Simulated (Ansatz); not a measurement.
Species: NO (charge 0, doublet). 
Coordinates optimised at B3LYP-D3(BJ)/def2-TZVP (Ansatz, a first-principles code):
```xyz
2

N      0.0000     0.0000    -0.6106
O      0.0000     0.0000     0.5343
```
Charge 0, spin multiplicity 2.

Basis-set convergence of Hartree-Fock and MP2 correlation energies (hartree) with Ansatz. Correlated levels leave the core frozen unless marked. UHF or UKS for open shells. Spin-orbit coupling is left out. No relativistic terms.

```tsv
basis	functions	E(HF)	E(corr, MP2)
def2-SVPD	43	-129.14759	-0.32737
def2-TZVPPD	77	-129.30398	-0.39531
def2-QZVPPD	129	-129.30924	-0.42421
```

Extrapolating the two largest sets (X = 3 and 4) as X^-3: E(corr) = (64·(-0.42421) - 27·(-0.39531))/37 = -0.4453 Eh, an estimate of the basis-set limit. The largest set recovers 95.3 % of it, the smallest 73.5 %.
